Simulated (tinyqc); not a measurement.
RHF in the sto-3g basis, for H2O, spin multiplicity 1, step by step. One step of it, computed by the program tinyqc.

Task: Iteration 2: building the Fock matrix. J_ij = sum D_kl (ij|kl), K_ij = sum D_kl (ik|jl); F = H + J - 0.5 K; E = tr D H + tr D J / 2 - 0.25 tr D K + E_nn.

D after iteration 1, lower triangle:
```
            1O 1s      1O 2s    1O 2px     1O 2py    1O 2pz      2H 1s     3H 1s
1O 1s    2.122868
1O 2s   -0.537296   2.411405
1O 2px   0.000000   0.000000  2.000000
1O 2py   0.000000   0.000000  0.000000   0.448724
1O 2pz   0.073038  -0.423052  0.000000   0.000000  0.517925
2H 1s    0.048979  -0.396691  0.000000   0.542886  0.526836   1.193410
3H 1s    0.048979  -0.396691  0.000000  -0.542886  0.526836  -0.120207  1.193410
```

core Hamiltonian H = T + V (hartree), lower triangle:
```
             1O 1s      1O 2s     1O 2px     1O 2py     1O 2pz      2H 1s      3H 1s
1O 1s   -32.551676
1O 2s    -7.572745  -9.176273
1O 2px    0.000000   0.000000  -7.326482
1O 2py    0.000000   0.000000   0.000000  -7.414041
1O 2pz   -0.015408  -0.189285   0.000000   0.000000  -7.406896
2H 1s    -1.153516  -2.759650   0.000000  -1.470155  -1.464750  -4.466870
3H 1s    -1.153516  -2.759650   0.000000   1.470155  -1.464750  -1.195651  -4.466870
```

Two-electron integrals (ij|kl) in chemists' order, unique and non-zero (hartree):
```
(11|11) 4.785065    (21|11) 0.741380    (21|21) 0.136873    (22|11) 1.118947
(22|21) 0.256633    (22|22) 0.817206    (31|31) 0.024477    (32|31) 0.037809
(32|32) 0.180518    (33|11) 1.115814    (33|21) 0.256684    (33|22) 0.817023
(33|33) 0.880159    (41|41) 0.024477    (42|41) 0.037809    (42|42) 0.180518
(43|43) 0.047444    (44|11) 1.115814    (44|21) 0.256684    (44|22) 0.817023
(44|33) 0.785270    (44|44) 0.880159    (51|51) 0.024477    (52|51) 0.037809
(52|52) 0.180518    (53|53) 0.047444    (54|54) 0.047444    (55|11) 1.115814
(55|21) 0.256684    (55|22) 0.817023    (55|33) 0.785270    (55|44) 0.785270
(55|55) 0.880159    (61|11) 0.113285    (61|21) 0.020756    (61|22) 0.038726
(61|33) 0.038650    (61|41) 0.000685    (61|42) 0.001291    (61|44) 0.038772
(61|51) 0.000656    (61|52) 0.001237    (61|54) 0.000117    (61|55) 0.038762
(61|61) 0.003188    (62|11) 0.296500    (62|21) 0.068948    (62|22) 0.245653
(62|33) 0.241324    (62|41) 0.003742    (62|42) 0.029494    (62|44) 0.247967
(62|51) 0.003586    (62|52) 0.028265    (62|54) 0.006366    (62|55) 0.247425
(62|61) 0.010678    (62|62) 0.094138    (63|31) 0.006955    (63|32) 0.041424
(63|43) 0.006006    (63|53) 0.005756    (63|63) 0.012899    (64|11) 0.160592
(64|21) 0.037803    (64|22) 0.143797    (64|33) 0.137390    (64|41) 0.008742
(64|42) 0.057624    (64|44) 0.153075    (64|51) 0.001713    (64|52) 0.015525
(64|54) 0.009276    (64|55) 0.140763    (64|61) 0.006093    (64|62) 0.066982
(64|64) 0.060013    (65|11) 0.153900    (65|21) 0.036228    (65|22) 0.137806
(65|33) 0.131665    (65|41) 0.001713    (65|42) 0.015525    (65|44) 0.135185
(65|51) 0.008597    (65|52) 0.056302    (65|54) 0.009379    (65|55) 0.146409
(65|61) 0.005839    (65|62) 0.064191    (65|64) 0.045150    (65|65) 0.056169
(66|11) 0.459273    (66|21) 0.108513    (66|22) 0.445106    (66|33) 0.427782
(66|41) 0.007134    (66|42) 0.079000    (66|44) 0.454586    (66|51) 0.006837
(66|52) 0.075708    (66|54) 0.025687    (66|55) 0.452399    (66|61) 0.016921
(66|62) 0.222037    (66|64) 0.180291    (66|65) 0.172779    (66|66) 0.774606
(71|11) 0.113285    (71|21) 0.020756    (71|22) 0.038726    (71|33) 0.038650
(71|41) -0.000685   (71|42) -0.001291   (71|44) 0.038772    (71|51) 0.000656
(71|52) 0.001237    (71|54) -0.000117   (71|55) 0.038762    (71|61) 0.003146
(71|62) 0.010392    (71|64) 0.005452    (71|65) 0.005688    (71|66) 0.016352
(71|71) 0.003188    (72|11) 0.296500    (72|21) 0.068948    (72|22) 0.245653
(72|33) 0.241324    (72|41) -0.003742   (72|42) -0.029494   (72|44) 0.247967
(72|51) 0.003586    (72|52) 0.028265    (72|54) -0.006366   (72|55) 0.247425
(72|61) 0.010392    (72|62) 0.076967    (72|64) 0.037819    (72|65) 0.051133
(72|66) 0.149077    (72|71) 0.010678    (72|72) 0.094138    (73|31) 0.006955
(73|32) 0.041424    (73|43) -0.006006   (73|53) 0.005756    (73|63) 0.010228
(73|73) 0.012899    (74|11) -0.160592   (74|21) -0.037803   (74|22) -0.143797
(74|33) -0.137390   (74|41) 0.008742    (74|42) 0.057624    (74|44) -0.153075
(74|51) -0.001713   (74|52) -0.015525   (74|54) 0.009276    (74|55) -0.140763
(74|61) -0.005452   (74|62) -0.037819   (74|64) -0.008760   (74|65) -0.024615
(74|66) -0.065982   (74|71) -0.006093   (74|72) -0.066982   (74|74) 0.060013
(75|11) 0.153900    (75|21) 0.036228    (75|22) 0.137806    (75|33) 0.131665
(75|41) -0.001713   (75|42) -0.015525   (75|44) 0.135185    (75|51) 0.008597
(75|52) 0.056302    (75|54) -0.009379   (75|55) 0.146409    (75|61) 0.005688
(75|62) 0.051133    (75|64) 0.024615    (75|65) 0.043704    (75|66) 0.108339
(75|71) 0.005839    (75|72) 0.064191    (75|74) -0.045150   (75|75) 0.056169
(76|11) 0.116444    (76|21) 0.027378    (76|22) 0.107437    (76|33) 0.104590
(76|44) 0.106316    (76|51) 0.002111    (76|52) 0.020541    (76|55) 0.111285
(76|61) 0.004209    (76|62) 0.042522    (76|64) 0.026212    (76|65) 0.032599
(76|66) 0.109450    (76|71) 0.004209    (76|72) 0.042522    (76|74) -0.026212
(76|75) 0.032599    (76|76) 0.024756    (77|11) 0.459273    (77|21) 0.108513
(77|22) 0.445106    (77|33) 0.427782    (77|41) -0.007134   (77|42) -0.079000
(77|44) 0.454586    (77|51) 0.006837    (77|52) 0.075708    (77|54) -0.025687
(77|55) 0.452399    (77|61) 0.016352    (77|62) 0.149077    (77|64) 0.065982
(77|65) 0.108339    (77|66) 0.320155    (77|71) 0.016921    (77|72) 0.222037
(77|74) -0.180291   (77|75) 0.172779    (77|76) 0.109450    (77|77) 0.774606
```

nuclear repulsion = 7.81561750 hartree

Give: Coulomb J; exchange K; Fock matrix F; total energy of this density.

Result:

Coulomb J (hartree), lower triangle:
```
         1O 1s  1O 2s  1O 2px  1O 2py  1O 2pz  2H 1s  3H 1s
1O 1s   16.663
1O 2s    3.113  7.751
1O 2px   0.000  0.000   7.779
1O 2py   0.000  0.000   0.000   7.726
1O 2pz   0.004  0.136   0.000   0.000   7.724
2H 1s    0.473  2.381   0.000   1.404   1.392  4.715
3H 1s    0.473  2.381   0.000  -1.404   1.392  1.089  4.715
```

exchange K (hartree), lower triangle:
```
        1O 1s   1O 2s  1O 2px  1O 2py  1O 2pz  2H 1s  3H 1s
1O 1s   9.763
1O 2s   1.609   2.474
1O 2px  0.000   0.000   2.242
1O 2py  0.000   0.000   0.000   1.369
1O 2pz  0.009  -0.044   0.000   0.000   1.383
2H 1s   0.257   0.832   0.000   0.543   0.553  1.354
3H 1s   0.257   0.832   0.000  -0.543   0.553  0.353  1.354
```

Fock matrix F (hartree), lower triangle:
```
          1O 1s   1O 2s  1O 2px  1O 2py  1O 2pz   2H 1s   3H 1s
1O 1s   -20.770
1O 2s    -5.265  -2.662
1O 2px    0.000   0.000  -0.669
1O 2py    0.000   0.000   0.000  -0.372
1O 2pz   -0.016  -0.031   0.000   0.000  -0.375
2H 1s    -0.809  -0.795   0.000  -0.337  -0.350  -0.429
3H 1s    -0.809  -0.795   0.000   0.337  -0.350  -0.284  -0.429
```

total energy of this density = -74.73596 hartree
